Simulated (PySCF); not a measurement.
Molecule: SMILES N#C/C=C\N, C$_{3}$H$_{4}$N$_{2}$.

Bonds (- single, = double, # triple, : aromatic): N1#C2 1.164 Å, C2-C3 1.416 Å, C3=C4 1.361 Å, C4-N5 1.347 Å. C3 carries H6; C4 carries H7; N5 carries H8, H9. Stereochemistry as in N#C/C=C\N.

Spin–spin couplings on one PBE0-D3(BJ)/def2-SVP geometry, PySCF 2.14.0 with density-fitted response routines, gas phase, non-relativistic, equivalent pairs averaged; isotopes 13C, 1H, 15N; functional B3LYP.

How do the couplings (Hz) change with the basis set? Times are CPU seconds on shared hosts with different chips, so compare them loosely. Far from the basis limit: 6-31G-J, pcJ-0, 6-31G*, def2-TZVP, cc-pVTZ.

Answers


```tsv
basis set	functions	1J(C3,H6)	1J(C4,H7)	1J(N5,H8)	1J(C2,C3)	1J(C3,C4)	1J(C4,N5)	1J(N1,C2)	core-s
6-31G-J	76	197.3	179.4	-103.7	91.6	87.6	-19.4	-9.7	11
pcJ-0	77	172.7	155.3	-84.6	74.5	68.9	-12.5	3.6	9.5
6-31G*	78	184.3	169.5	-93.7	102.0	100.3	-24.3	-19.9	12
pcJ-1	175	191.0	174.5	-100.7	92.8	86.9	-19.3	-19.5	19
def2-TZVP	179	182.4	165.9	-93.3	90.5	86.0	-18.3	-16.4	29
cc-pVTZ	206	173.6	154.7	-86.8	86.8	92.4	-17.7	-41.5	43
aug-cc-pVTZ-J	310	194.0	177.4	-101.5	88.8	83.9	-18.1	-17.7	65
```

The Fermi-contact term samples the wavefunction at the nucleus, which is why sets with added tight s functions (names with J) are made for couplings.
